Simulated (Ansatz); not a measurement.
A made-up structure of AlSiNH3 (charge -1), closed shell:

| atom | x (Å) | y (Å) | z (Å) |
| --- | --- | --- | --- |
| N1 | -0.0261 | 0.0436 | 0.0795 |
| Al2 | -0.5339 | 0.2834 | 1.6741 |
| Si3 | 0.4003 | 1.4506 | -1.1723 |
| H4 | 0.0667 | -0.9074 | -0.2571 |
| H5 | 0.7207 | 0.5341 | -2.2085 |
| H6 | -0.6878 | -1.1729 | 2.0812 |

It is relaxed with PBE-D4/def2-SVPD and then PBE0-D4/def2-TZVPD (Ansatz 0.2.0). Atoms count as bonded within 1.22 times the sum of their covalent radii (H–H: 0.88 Å). The end point is not checked to be a true minimum.

Q: Does its bonding change? (A judgement: the text doesn't fix the answer.)

A: The calculation gives: No: no bond forms or breaks.

Where it ends: The first stage lowers the energy by 1.29 eV in 8 steps. It ends as AlSiNH₃ ([AlH][NH][SiH]), total charge -1:
N1  (-0.002, 0.125, -0.004)
Al2  (-0.591, 0.386, 1.817)
Si3  (0.362, 1.365, -1.094)
H4  (0.097, -0.833, -0.316)
H5  (0.762, 0.480, -2.325)
H6  (-0.688, -1.292, 2.120)
(Å)

Labels in which every atom is bracketed show which atoms are joined, not bond orders.

For scale, one of the runs: PBE0-D4/def2-TZVPD relaxation, 150 basis functions, launched by `ansatz run in.yaml --threads 2 --pin off --events-out ev --progress --plain --max-ram 4352MiB`. Hardware: 2 CPU threads of an AMD EPYC 9R45, shared host. Wall time about 14 s.
